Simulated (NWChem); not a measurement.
# propyne (C$_{3}$H$_{4}$)

```xyz
7

C      1.2234    -0.1960     0.0000
C     -0.2116     0.0353     0.0000
C     -1.4074     0.2252     0.0000
H      1.4491    -1.2737     0.0000
H      1.6966     0.2476     0.8898
H      1.6966     0.2476    -0.8898
H     -2.4686     0.3908     0.0000
```
Charge 0, spin multiplicity 1.

Everything below was run with NWChem. Structure: optimised with PBE0/def2-SVP, a minimum by its harmonic frequencies.

Symmetry labels belong to the abelian group Cs used in the runs, with the axes of the coordinates shown; states degenerate in a higher group split over its labels.

The Pople sets run with spherical d functions.

Problem. List the lowest 3 singlet excitations that CIS/6-31+G* (spherical d) gives, with oscillator strengths.

Solution. 
```json
[
 {"state": "1", "symmetry": "a\"", "energy (eV)": "6.42", "wavelength (nm)": "193", "f": "0.000"},
 {"state": "2", "symmetry": "a\"", "energy (eV)": "6.75", "wavelength (nm)": "184", "f": "0.001"},
 {"state": "3", "symmetry": "a'", "energy (eV)": "6.75", "wavelength (nm)": "184", "f": "0.001"}
]
```
